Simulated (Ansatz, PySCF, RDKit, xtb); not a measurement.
**Solving CH4BF, step by step**

Task: start from the formula CH4BF, draw up candidate structures, narrow them down in stages, and characterise the one that lies lowest at 298.15 K.

The funnel: GFN2-xTB relaxations, single points with a density functional, relaxations at PBE0-D4/def2-TZVP, harmonic vibrations, and a last energy at a higher level. All values are calculated.

7 further runs of the same task are left out: 7 set aside as unsound or not needed.

## Step 1: Candidates

All bonding patterns within simple valence rules are listed by program: one Lewis structure each, at most two rings and one unusual centre or charged pair. O–O, O–halogen and N–halogen bonds and N–N–N chains are not drawn. That gives 4 candidates.

| label | SMILES | spin |
| --- | --- | --- |
| c238 | BCF | singlet |
| c321 | CBF | singlet |
| c874 | [BH3-][CH+]F | singlet |
| c926 | [CH2+][BH2-]F | singlet |

Candidates are built by distance geometry, with a force field where one applies, in up to four conformers (letters a to d). 10 starts with atoms placed at random are added, to find patterns that the rules miss.

Q: Predict the outcome of this search (final energies at CCSD(T)/def2-TZVPP).

| quantity | value |
| --- | --- |
| lowest structure found | CBF, singlet, Cs |
| next finalist | BCF, singlet, 60.4 kcal/mol higher in G |
| share at equilibrium, among the finalists | 100.0 % |
| harmonic wavenumbers, lowest and highest (PBE0-D4/def2-TZVP) | 67 and 3144 cm⁻¹ |
| rotational constants, same geometry | 1.654, 0.2912, 0.2592 cm⁻¹ |
| dipole moment (PBE0/def2-TZVPD) | 1.34 D |
| HOMO energy (PBE0/def2-TZVPD) | -8.98 eV |
| LUMO energy (PBE0/def2-TZVPD) | -0.50 eV |
| HOMO–LUMO gap (PBE0/def2-TZVPD) | 8.48 eV |
| lowest excitation (TD-PBE0/def2-SVPD) | 6.47 eV (f = 0.002) |
| strongest of the states computed, same level | 9.64 eV (f = 0.184) |
| lowest triplet excitation, same level, Tamm-Dancoff | 5.83 eV |
| vertical ionisation energy | 11.60 eV |
| vertical electron affinity | -0.93 eV (unbound: the value depends on the basis) |
| vertical triplet less singlet | +5.84 eV |

The search ends on `CBF`. Among the finalists first place is clear (60.4 kcal/mol); structures outside the list aren't covered. GFN2-xTB, HF/STO-3G, r2SCAN-D4/def2-SVP, PBE0-D4/def2-TZVP, HF/def2-TZVPP and MP2/def2-TZVPP already put its bonding pattern lowest among the structures in one piece. The search is not exhaustive (a finite list of starts, one conformer a finalist), so a lower isomer can't be ruled out. Patterns outside the rules of the enumeration were met only by chance.
